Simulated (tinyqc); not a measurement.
Inside a calculation. Method: coupled-perturbed Hartree-Fock on RHF in the sto-3g basis, for H2O, spin multiplicity 1. Computed by tinyqc, a small Python program that keeps every step (integrals from PySCF). Settings: charge = 0, multiplicity = 1, basis = sto-3g, method = RHF, energy threshold = 1e-10, iteration cap = 69, orthogonalisation = symmetric, start = core, DIIS depth = 6. Command: `OMP_NUM_THREADS=1 python tinyqc.py 29908 29909 out.jsonl` (the two numbers bound the seeds that draw the settings). One thread of a shared host (Intel(R) Xeon(R) Processor @ 2.60GHz), about 0.2 s of CPU time with the checks. The early iterations of the SCF are left out here.

## One-electron integrals

Geometry (angstrom):
```
atom,x,y,z
O,0.00000,0.00000,0.00000
H,0.00000,0.81600,0.74000
H,0.00000,-0.81600,0.74000
```

Basis sto-3g: exponents (1/bohr^2) and contraction coefficients of normalised primitives:
```
element,l (shell),exponent,coefficient
O,s (1),130.70932,0.15433
O,s (1),23.80886,0.53533
O,s (1),6.44361,0.44463
O,s (2),5.03315,-0.09997
O,s (2),1.16960,0.39951
O,s (2),0.38039,0.70012
O,p (3),5.03315,0.15592
O,p (3),1.16960,0.60768
O,p (3),0.38039,0.39196
H,s (1),3.42525,0.15433
H,s (1),0.62391,0.53533
H,s (1),0.16886,0.44463
```

Overlap, kinetic and nuclear-attraction integrals over the contracted functions; the nuclear repulsion is the sum of Za Zb / Rab.

nuclear repulsion = 8.0104050 hartree

overlap S, lower triangle:
```
,1O 1s,1O 2s,1O 2px,1O 2py,1O 2pz,2H 1s,3H 1s
1O 1s,1.00000
1O 2s,0.23670,1.00000
1O 2px,0.00000,0.00000,1.00000
1O 2py,0.00000,0.00000,0.00000,1.00000
1O 2pz,0.00000,0.00000,0.00000,0.00000,1.00000
2H 1s,0.03826,0.38522,0.00000,0.25190,0.22844,1.00000
3H 1s,0.03826,0.38522,0.00000,-0.25190,0.22844,0.21182,1.00000
```

kinetic energy T (hartree), lower triangle:
```
,1O 1s,1O 2s,1O 2px,1O 2py,1O 2pz,2H 1s,3H 1s
1O 1s,29.00320
1O 2s,-0.16801,0.80813
1O 2px,0.00000,0.00000,2.52873
1O 2py,0.00000,0.00000,0.00000,2.52873
1O 2pz,0.00000,0.00000,0.00000,0.00000,2.52873
2H 1s,-0.00844,0.06999,0.00000,0.13758,0.12477,0.76003
3H 1s,-0.00844,0.06999,0.00000,-0.13758,0.12477,0.00061,0.76003
```

nuclear attraction V (hartree), lower triangle:
```
,1O 1s,1O 2s,1O 2px,1O 2py,1O 2pz,2H 1s,3H 1s
1O 1s,-61.57922
1O 2s,-7.41050,-10.00776
1O 2px,0.00000,0.00000,-9.87478
1O 2py,0.00000,0.00000,0.00000,-9.97311
1O 2pz,-0.01575,-0.19252,0.00000,0.00000,-9.95565
2H 1s,-1.22708,-2.97478,0.00000,-1.70944,-1.60722,-5.31403
3H 1s,-1.22708,-2.97478,0.00000,1.70944,-1.60722,-1.22400,-5.31403
```

core Hamiltonian H = T + V (hartree), lower triangle:
```
,1O 1s,1O 2s,1O 2px,1O 2py,1O 2pz,2H 1s,3H 1s
1O 1s,-32.57602
1O 2s,-7.57851,-9.19963
1O 2px,0.00000,0.00000,-7.34605
1O 2py,0.00000,0.00000,0.00000,-7.44438
1O 2pz,-0.01575,-0.19252,0.00000,0.00000,-7.42692
2H 1s,-1.23552,-2.90479,0.00000,-1.57186,-1.48246,-4.55400
3H 1s,-1.23552,-2.90479,0.00000,1.57186,-1.48246,-1.22339,-4.55400
```

## Two-electron integrals

Functions are numbered as in S; the eight-fold symmetry (ij|kl) = (ji|kl) = (kl|ij) leaves the list below.

Two-electron integrals (ij|kl) in chemists' order, unique and non-zero (hartree):
```
i,j,k,l,(ij|kl)
1,1,1,1,4.78507
2,1,1,1,0.74138
2,1,2,1,0.13687
2,2,1,1,1.11895
2,2,2,1,0.25663
2,2,2,2,0.81721
3,1,3,1,0.02448
3,2,3,1,0.03781
3,2,3,2,0.18052
3,3,1,1,1.11581
3,3,2,1,0.25668
3,3,2,2,0.81702
3,3,3,3,0.88016
4,1,4,1,0.02448
4,2,4,1,0.03781
4,2,4,2,0.18052
4,3,4,3,0.04744
4,4,1,1,1.11581
4,4,2,1,0.25668
4,4,2,2,0.81702
4,4,3,3,0.78527
4,4,4,4,0.88016
5,1,5,1,0.02448
5,2,5,1,0.03781
5,2,5,2,0.18052
5,3,5,3,0.04744
5,4,5,4,0.04744
5,5,1,1,1.11581
5,5,2,1,0.25668
5,5,2,2,0.81702
5,5,3,3,0.78527
5,5,4,4,0.78527
5,5,5,5,0.88016
6,1,1,1,0.12133
6,1,2,1,0.02223
6,1,2,2,0.04146
6,1,3,3,0.04137
6,1,4,1,0.00076
6,1,4,2,0.00142
6,1,4,4,0.04151
6,1,5,1,0.00069
6,1,5,2,0.00129
6,1,5,4,0.00012
6,1,5,5,0.04149
6,1,6,1,0.00366
6,2,1,1,0.31244
6,2,2,1,0.07263
6,2,2,2,0.25818
6,2,3,3,0.25366
6,2,4,1,0.00405
6,2,4,2,0.03167
6,2,4,4,0.26097
6,2,5,1,0.00367
6,2,5,2,0.02872
6,2,5,4,0.00662
6,2,5,5,0.25967
6,2,6,1,0.01204
6,2,6,2,0.10329
6,3,3,1,0.00739
6,3,3,2,0.04377
6,3,4,3,0.00648
6,3,5,3,0.00588
6,3,6,3,0.01428
6,4,1,1,0.17213
6,4,2,1,0.04051
6,4,2,2,0.15374
6,4,3,3,0.14686
6,4,4,1,0.00936
6,4,4,2,0.06150
6,4,4,4,0.16394
6,4,5,1,0.00179
6,4,5,2,0.01608
6,4,5,4,0.00961
6,4,5,5,0.15025
6,4,6,1,0.00700
6,4,6,2,0.07475
6,4,6,4,0.06774
6,5,1,1,0.15609
6,5,2,1,0.03674
6,5,2,2,0.13942
6,5,3,3,0.13318
6,5,4,1,0.00179
6,5,4,2,0.01608
6,5,4,4,0.13692
6,5,5,1,0.00901
6,5,5,2,0.05835
6,5,5,4,0.00987
6,5,5,5,0.14801
6,5,6,1,0.00634
6,5,6,2,0.06778
6,5,6,4,0.04848
6,5,6,5,0.05825
6,6,1,1,0.47012
6,6,2,1,0.11105
6,6,2,2,0.45416
6,6,3,3,0.43628
6,6,4,1,0.00761
6,6,4,2,0.08339
6,6,4,4,0.46540
6,6,5,1,0.00690
6,6,5,2,0.07563
6,6,5,4,0.02641
6,6,5,5,0.46023
6,6,6,1,0.01855
6,6,6,2,0.23471
6,6,6,4,0.19381
6,6,6,5,0.17576
6,6,6,6,0.77461
7,1,1,1,0.12133
7,1,2,1,0.02223
7,1,2,2,0.04146
7,1,3,3,0.04137
7,1,4,1,-0.00076
7,1,4,2,-0.00142
7,1,4,4,0.04151
7,1,5,1,0.00069
7,1,5,2,0.00129
7,1,5,4,-0.00012
7,1,5,5,0.04149
7,1,6,1,0.00361
7,1,6,2,0.01170
7,1,6,4,0.00624
7,1,6,5,0.00617
7,1,6,6,0.01788
7,1,7,1,0.00366
7,2,1,1,0.31244
7,2,2,1,0.07263
7,2,2,2,0.25818
7,2,3,3,0.25366
7,2,4,1,-0.00405
7,2,4,2,-0.03167
7,2,4,4,0.26097
7,2,5,1,0.00367
7,2,5,2,0.02872
7,2,5,4,-0.00662
7,2,5,5,0.25967
7,2,6,1,0.01170
7,2,6,2,0.08411
7,2,6,4,0.04204
7,2,6,5,0.05375
7,2,6,6,0.15670
7,2,7,1,0.01204
7,2,7,2,0.10329
7,3,3,1,0.00739
7,3,3,2,0.04377
7,3,4,3,-0.00648
7,3,5,3,0.00588
7,3,6,3,0.01126
7,3,7,3,0.01428
7,4,1,1,-0.17213
7,4,2,1,-0.04051
7,4,2,2,-0.15374
7,4,3,3,-0.14686
7,4,4,1,0.00936
7,4,4,2,0.06150
7,4,4,4,-0.16394
7,4,5,1,-0.00179
7,4,5,2,-0.01608
7,4,5,4,0.00961
7,4,5,5,-0.15025
7,4,6,1,-0.00624
7,4,6,2,-0.04204
7,4,6,4,-0.01018
7,4,6,5,-0.02631
7,4,6,6,-0.07037
7,4,7,1,-0.00700
7,4,7,2,-0.07475
7,4,7,4,0.06774
7,5,1,1,0.15609
7,5,2,1,0.03674
7,5,2,2,0.13942
7,5,3,3,0.13318
7,5,4,1,-0.00179
7,5,4,2,-0.01608
7,5,4,4,0.13692
7,5,5,1,0.00901
7,5,5,2,0.05835
7,5,5,4,-0.00987
7,5,5,5,0.14801
7,5,6,1,0.00617
7,5,6,2,0.05375
7,5,6,4,0.02631
7,5,6,5,0.04510
7,5,6,6,0.10951
7,5,7,1,0.00634
7,5,7,2,0.06778
7,5,7,4,-0.04848
7,5,7,5,0.05825
7,6,1,1,0.11986
7,6,2,1,0.02816
7,6,2,2,0.10982
7,6,3,3,0.10700
7,6,4,4,0.10888
7,6,5,1,0.00214
7,6,5,2,0.02051
7,6,5,5,0.11348
7,6,6,1,0.00463
7,6,6,2,0.04484
7,6,6,4,0.02810
7,6,6,5,0.03308
7,6,6,6,0.10945
7,6,7,1,0.00463
7,6,7,2,0.04484
7,6,7,4,-0.02810
7,6,7,5,0.03308
7,6,7,6,0.02476
7,7,1,1,0.47012
7,7,2,1,0.11105
7,7,2,2,0.45416
7,7,3,3,0.43628
7,7,4,1,-0.00761
7,7,4,2,-0.08339
7,7,4,4,0.46540
7,7,5,1,0.00690
7,7,5,2,0.07563
7,7,5,4,-0.02641
7,7,5,5,0.46023
7,7,6,1,0.01788
7,7,6,2,0.15670
7,7,6,4,0.07037
7,7,6,5,0.10951
7,7,6,6,0.32016
7,7,7,1,0.01855
7,7,7,2,0.23471
7,7,7,4,-0.19381
7,7,7,5,0.17576
7,7,7,6,0.10945
7,7,7,7,0.77461
```

## Orthogonalisation

S = U s U^T; symmetric (Loewdin) form X = U s^(-1/2) U^T, so that X^T S X = 1.

eigenvalues of S: 0.43563  0.52244  0.87951  1.00000  1.10919  1.26574  1.78749

X, lower triangle:
```
,1O 1s,1O 2s,1O 2px,1O 2py,1O 2pz,2H 1s,3H 1s
1O 1s,1.02360
1O 2s,-0.13656,1.15499
1O 2px,0.00000,0.00000,1.00000
1O 2py,0.00000,0.00000,0.00000,1.06569
1O 2pz,-0.00800,0.07712,0.00000,0.00000,1.04470
2H 1s,0.01867,-0.21843,0.00000,-0.16763,-0.12707,1.13112
3H 1s,0.01867,-0.21843,0.00000,0.16763,-0.12707,-0.07554,1.13112
```

## Iteration 8 (converged): orbitals

converged F (hartree), lower triangle:
```
,1O 1s,1O 2s,1O 2px,1O 2py,1O 2pz,2H 1s,3H 1s
1O 1s,-20.26387
1O 2s,-5.16530,-2.41622
1O 2px,0.00000,0.00000,-0.39272
1O 2py,0.00000,0.00000,0.00000,-0.23390
1O 2pz,-0.02547,-0.07970,0.00000,0.00000,-0.27677
2H 1s,-0.85066,-0.80193,0.00000,-0.34109,-0.34884,-0.42266
3H 1s,-0.85066,-0.80193,0.00000,0.34109,-0.34884,-0.28439,-0.42266
```

Diagonalise F' = X^T F X, C = X C', fill 5 alpha and 5 beta electrons from the bottom; D = 2 C_occ C_occ^T. Each column has its largest component positive (the first on a tie).

F' = X^T F X (hartree), lower triangle:
```
,1,2,3,4,5,6,7
1,-19.88956
2,-2.68386,-1.32327
3,0.00000,0.00000,-0.39272
4,0.00000,0.00000,0.00000,-0.02967
5,-0.05502,0.10619,0.00000,0.00000,-0.13340
6,-0.09675,-0.39837,0.00000,-0.38804,-0.31724,-0.02230
7,-0.09675,-0.39837,0.00000,0.38804,-0.31724,-0.08381,-0.02230
```

orbital energies (hartree): MO1 -20.27212, MO2 -1.21595, MO3 -0.53474, MO4 -0.45446, MO5 -0.39272, MO6 0.49020, MO7 0.56658

coefficients C:
```
,MO1,MO2,MO3,MO4,MO5,MO6,MO7
1O 1s,0.99446,-0.23889,0.00000,0.09725,0.00000,-0.10817,0.00000
1O 2s,0.02398,0.88530,0.00000,-0.49574,0.00000,0.65110,0.00000
1O 2px,0.00000,0.00000,0.00000,0.00000,1.00000,0.00000,0.00000
1O 2py,0.00000,0.00000,0.62359,0.00000,0.00000,0.00000,0.89613
1O 2pz,0.00329,0.09028,0.00000,0.72226,0.00000,0.77451,0.00000
2H 1s,-0.00451,0.14297,0.45447,0.33746,0.00000,-0.69785,-0.74133
3H 1s,-0.00451,0.14297,-0.45447,0.33746,0.00000,-0.69785,0.74133
```

D after iteration 8, lower triangle:
```
,1O 1s,1O 2s,1O 2px,1O 2py,1O 2pz,2H 1s,3H 1s
1O 1s,2.11093
1O 2s,-0.47170,2.06018
1O 2px,0.00000,0.00000,2.00000
1O 2py,0.00000,0.00000,0.00000,0.77773
1O 2pz,0.10390,-0.55609,0.00000,0.00000,1.05964
2H 1s,-0.01164,-0.08165,0.00000,0.56680,0.51325,0.68176
3H 1s,-0.01164,-0.08165,0.00000,-0.56680,0.51325,-0.14441,0.68176
```

## Convergence

Stop when the energy changes by less than 1e-10 hartree and every element of the error matrix X^T (F D S - S D F) X is below 3e-06.

Course of the cycle:
```
iteration,E (hartree),change,largest element of the error matrix
1,-73.2711663,-,5.32e-01
2,-74.8009236,-1.53e+00,2.85e-01
3,-74.9397048,-1.39e-01,5.22e-02
4,-74.9429080,-3.20e-03,9.88e-03
5,-74.9430712,-1.63e-04,2.53e-03
6,-74.9430946,-2.35e-05,3.67e-04
7,-74.9430949,-2.41e-07,1.78e-06
8,-74.9430949,-6.81e-12,6.82e-08
```

PySCF RHF in the same basis = -74.9430949 hartree

Converged in 8 iterations.

## Integrals over molecular orbitals

(pq|rs) = sum C_ip C_jq C_kr C_ls (ij|kl), one index at a time.

one-electron integrals over orbitals h = C^T H C (hartree), lower triangle:
```
,1,2,3,4,5,6,7
1,-32.55948
2,0.56678,-7.56902
3,0.00000,0.00000,-6.05254
4,-0.21896,0.53517,0.00000,-6.55642
5,0.00000,0.00000,0.00000,0.00000,-7.34605
6,0.24688,-1.21371,0.00000,-1.33319,0.00000,-5.37613
7,0.00000,0.00000,-1.74282,0.00000,0.00000,0.00000,-5.46207
```

Two-electron integrals over orbitals (pq|rs), unique and non-zero (hartree):
```
p,q,r,s,(pq|rs)
1,1,1,1,4.74680
2,1,1,1,-0.42776
2,1,2,1,0.06097
2,2,1,1,1.01874
2,2,2,1,-0.01500
2,2,2,2,0.72502
3,1,3,1,0.01108
3,2,3,1,0.01730
3,2,3,2,0.13090
3,3,1,1,0.77353
3,3,2,1,-0.00483
3,3,2,2,0.62164
3,3,3,3,0.59990
4,1,1,1,0.17268
4,1,2,1,-0.02266
4,1,2,2,0.01305
4,1,3,3,0.00583
4,1,4,1,0.02423
4,2,1,1,-0.15259
4,2,2,1,0.00841
4,2,2,2,-0.02276
4,2,3,3,0.00307
4,2,4,1,0.01728
4,2,4,2,0.12906
4,3,3,1,-0.00302
4,3,3,2,0.02531
4,3,4,3,0.05630
4,4,1,1,0.92378
4,4,2,1,-0.01123
4,4,2,2,0.65529
4,4,3,3,0.56858
4,4,4,1,-0.00831
4,4,4,2,-0.09136
4,4,4,4,0.69420
5,1,5,1,0.02596
5,2,5,1,0.03314
5,2,5,2,0.14977
5,3,5,3,0.02704
5,4,5,1,-0.01246
5,4,5,2,-0.04597
5,4,5,4,0.04892
5,5,1,1,1.11536
5,5,2,1,-0.01210
5,5,2,2,0.75372
5,5,3,3,0.60786
5,5,4,1,0.00487
5,5,4,2,-0.08266
5,5,4,4,0.68550
5,5,5,5,0.88016
6,1,1,1,-0.19359
6,1,2,1,0.02962
6,1,2,2,-0.00115
6,1,3,3,0.00089
6,1,4,1,0.00287
6,1,4,2,0.02121
6,1,4,4,-0.01608
6,1,5,5,-0.00522
6,1,6,1,0.02661
6,2,1,1,0.26612
6,2,2,1,-0.00578
6,2,2,2,0.13276
6,2,3,3,0.07042
6,2,4,1,0.01859
6,2,4,2,0.03112
6,2,4,4,0.05917
6,2,5,5,0.14080
6,2,6,1,0.01119
6,2,6,2,0.09665
6,3,3,1,0.00301
6,3,3,2,-0.03125
6,3,4,3,-0.03520
6,3,6,3,0.06884
6,4,1,1,0.27376
6,4,2,1,-0.00373
6,4,2,2,0.12599
6,4,3,3,0.05128
6,4,4,1,0.00013
6,4,4,2,-0.05656
6,4,4,4,0.13208
6,4,5,5,0.15168
6,4,6,1,-0.00292
6,4,6,2,0.05702
6,4,6,4,0.10179
6,5,5,1,0.01281
6,5,5,2,0.05027
6,5,5,4,0.00554
6,5,6,5,0.03479
6,6,1,1,0.80093
6,6,2,1,-0.00764
6,6,2,2,0.60359
6,6,3,3,0.55539
6,6,4,1,0.01786
6,6,4,2,0.04513
6,6,4,4,0.55061
6,6,5,5,0.58699
6,6,6,1,0.00935
6,6,6,2,0.09660
6,6,6,4,0.05553
6,6,6,6,0.59070
7,1,3,1,0.01435
7,1,3,2,0.02136
7,1,4,3,-0.00398
7,1,6,3,0.00337
7,1,7,1,0.01861
7,2,3,1,0.01473
7,2,3,2,0.05236
7,2,4,3,-0.03315
7,2,6,3,0.03103
7,2,7,1,0.01826
7,2,7,2,0.06657
7,3,1,1,0.36831
7,3,2,1,-0.00705
7,3,2,2,0.15928
7,3,3,3,0.08964
7,3,4,1,-0.00036
7,3,4,2,-0.08264
7,3,4,4,0.13626
7,3,5,5,0.20078
7,3,6,1,-0.00599
7,3,6,2,0.06723
7,3,6,4,0.10464
7,3,6,6,0.04601
7,3,7,3,0.16247
7,4,3,1,-0.00866
7,4,3,2,-0.07495
7,4,4,3,-0.01439
7,4,6,3,0.05270
7,4,7,1,-0.01122
7,4,7,2,-0.01572
7,4,7,4,0.07377
7,5,5,3,0.02377
7,5,7,5,0.02420
7,6,3,1,0.00740
7,6,3,2,0.08327
7,6,4,3,0.06115
7,6,6,3,-0.06010
7,6,7,1,0.00934
7,6,7,2,-0.00729
7,6,7,4,-0.06167
7,6,7,6,0.10906
7,7,1,1,0.82331
7,7,2,1,-0.00846
7,7,2,2,0.60431
7,7,3,3,0.58378
7,7,4,1,0.00397
7,7,4,2,-0.01447
7,7,4,4,0.57345
7,7,5,5,0.60229
7,7,6,1,-0.00315
7,7,6,2,0.05949
7,7,6,4,0.04749
7,7,6,6,0.55355
7,7,7,3,0.08651
7,7,7,7,0.59173
```

## Response to a field: uncoupled start

dipole integrals <a|z|i> (bohr):
```
,i1,i2,i3,i4,i5
a6,0.04716,-0.06811,0.00000,-0.67731,0.00000
a7,0.00000,0.00000,-0.75931,0.00000,0.00000
```

Field along z; U_ai = -mu_ai / (e_a - e_i), alpha = -4 sum U_ai mu_ai.

uncoupled U:
```
,i1,i2,i3,i4,i5
a6,-0.00227,0.03992,0.00000,0.71699,0.00000
a7,0.00000,0.00000,0.68946,0.00000,0.00000
```

uncoupled polarisability = 4.04784 bohr^3

## Coupled step 1

U_ai = -(mu_ai + sum_bj [4 (ai|bj) - (ab|ij) - (aj|bi)] U_bj) / (e_a - e_i); alpha = -4 sum U_ai mu_ai.

U after step 1:
```
,i1,i2,i3,i4,i5
a6,-0.00036,-0.06809,0.00000,0.67535,0.00000
a7,0.00000,0.00000,0.54574,0.00000,0.00000
```

polarisability = 3.46874 bohr^3

## Coupled step 2

As before.

U after step 2:
```
,i1,i2,i3,i4,i5
a6,-0.00037,-0.07189,0.00000,0.72535,0.00000
a7,0.00000,0.00000,0.55991,0.00000,0.00000
```

polarisability = 3.64621 bohr^3

## Coupled polarisability

Repeat until U stops changing; compare with -d2E/dF2.

Course of the coupled iterations:
```
step,alpha (bohr^3)
0,4.04784
1,3.46874
2,3.64621
3,3.63217
4,3.64260
5,3.64368
6,3.64484
7,3.64525
8,3.64546
9,3.64556
10,3.64561
11,3.64564
12,3.64565
13,3.64565
14,3.64566
15,3.64566
16,3.64566
17,3.64566
18,3.64566
19,3.64566
20,3.64566
21,3.64566
22,3.64566
23,3.64566
```

coupled polarisability = 3.64566 bohr^3

finite-field check, fields of +/-0.001 au = 3.64566 bohr^3
